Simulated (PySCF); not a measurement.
ammonia (H3N), SMILES N.

Geometry: PBE-D3(BJ)/def2-TZVPD.

Two levels are set side by side: TDDFT-PBE/def2-TZVPD (PySCF) and TDDFT-M06-2X/def2-TZVPD (PySCF). Vertical, same geometry. The lowest singlet is HOMO→LUMO 100 % with PBE and HOMO→LUMO 97 % with the other functional; states are paired by order. Differences are taken from unrounded values.

| quantity | TDDFT-M06-2X | TDDFT-PBE | TDDFT-PBE minus TDDFT-M06-2X |
|---|---|---|---|
| lowest singlet excitation (eV) | 6.69 | 5.95 | -0.74 |
| lowest triplet excitation (TDA) (eV) | 6.50 | 5.57 | -0.93 |
| first bright state (f over 0.05) (eV) | 6.69 | 5.95 | -0.74 |
| its oscillator strength | 0.08 | 0.08 | 0.00 |

A lower first singlet is the usual sign of a functional without exact exchange. Differences between two approximate levels are no errors against the true value.

Rough cost on one machine, each run with all the roots and properties that it gave: TDDFT-M06-2X against TDDFT-PBE about 8 times.
